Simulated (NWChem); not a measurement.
System: SiF₄; SMILES F[Si](F)(F)F

```xyz
5

F      1.3593     0.7380     0.3513
Si     0.0000     0.0000     0.0000
F     -1.1101     1.0765    -0.3530
F     -0.4734    -0.8582     1.2471
F      0.2241    -0.9563    -1.2454
```
Atoms are numbered in this order, from 1.

Results from NWChem. Geometry optimised at PBE0/def2-SVP; all other runs use it. 

```csv
quantity,level,value
−ε(HOMO) (eV),PBE0/def2-SVP,12.54
solvation free energy (kcal/mol) in n-hexane,"PBE0/def2-SVP, SMD",-0.5
"vertical, lowest state with f > 0.02, singlet (eV)","PBE0/def2-SVPD, TDA",11.93
"anisotropy (bohr³), static",PBE0/def2-SVPD,?
dipole (D),PBE0/def2-SVP,?
highest harmonic frequency (cm⁻¹),PBE0/def2-SVP,?
```

Q: What belongs in the gaps?

A: 
- anisotropy (bohr³), static, value: 0.0
- dipole (D), value: 0.00
- highest harmonic frequency (cm⁻¹), value: 1041
